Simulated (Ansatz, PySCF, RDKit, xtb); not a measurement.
**Which structure has the formula C3H7Cl?**

Only the formula C3H7Cl is given. Aim: find the structure of lowest free energy at 298.15 K, then its properties.

The funnel: GFN2-xTB relaxations, single points with a density functional, relaxations at B3LYP-D3(BJ)/def2-SVP, harmonic vibrations, and a last energy at a higher level. All values are calculated.

4 further runs of the same task are left out: 4 set aside as unsound or not needed.

## (1) Drawing up candidates

All bonding patterns within simple valence rules are listed by program: one Lewis structure each, at most two rings and one unusual centre or charged pair. O–O, O–halogen and N–halogen bonds and N–N–N chains are not drawn. That gives 2 candidates.

| label | SMILES | spin |
| --- | --- | --- |
| c323 | CC(C)Cl | singlet |
| c483 | CCCCl | singlet |

Candidates are built by distance geometry, with a force field where one applies, in up to four conformers (letters a to d).

Q: Predict the outcome of this search (final energies at CCSD(T)/def2-SVP + MP2/def2-TZVPP - MP2/def2-SVP).

| quantity | value |
| --- | --- |
| lowest structure found | CC(C)Cl, singlet, Cs |
| next finalist | CCCCl, singlet, 2.5 kcal/mol higher in G |
| share at equilibrium, among the finalists | 98.6 % |
| harmonic wavenumbers, lowest and highest (B3LYP-D3(BJ)/def2-SVP) | 249 and 3139 cm⁻¹ |
| rotational constants, same geometry | 0.2672, 0.149, 0.105 cm⁻¹ |
| dipole moment (PBE0/def2-TZVPD) | 2.29 D |
| HOMO energy (PBE0/def2-TZVPD) | -8.31 eV |
| LUMO energy (PBE0/def2-TZVPD) | 0.26 eV |
| HOMO–LUMO gap (PBE0/def2-TZVPD) | 8.57 eV |
| lowest excitation (TD-B3LYP/def2-SVPD) | 7.02 eV (f = 0.000) |
| strongest of the states computed, same level | 7.63 eV (f = 0.042) |
| lowest triplet excitation, same level, Tamm-Dancoff | 6.37 eV |
| vertical ionisation energy | 10.68 eV |
| vertical electron affinity | -1.19 eV (unbound: the value depends on the basis) |
| vertical triplet less singlet | +6.38 eV |

`CC(C)Cl` comes out lowest. The margin, 2.5 kcal/mol, is modest. GFN2-xTB, HF/STO-3G, r2SCAN-D4/def2-SVP, B3LYP-D3(BJ)/def2-SVP, HF/def2-SVP and MP2/def2-SVP already put its bonding pattern lowest among the structures in one piece. Measured dipole moment: 2.17 D (NIST CCCBDB Release 22 (SRD 101), experimental dipoles); the calculated dipole moment, 2.29 D, differs by +0.12 D. Measured heats of formation are -144.9 kJ/mol (298.15 K; CRC Handbook of Chemistry and Physics) for c323a and -131.9 kJ/mol (298.15 K; CRC Handbook of Chemistry and Physics) for c483a: a difference of +13.0 kJ/mol, against +12.9 calculated. Lowest found is not proven lowest: the search is finite, and each finalist counts with one conformer. Patterns outside the rules of the enumeration were met only by chance. The lowest isomer need not be the one that is made and kept in a bottle, which depends on barriers.
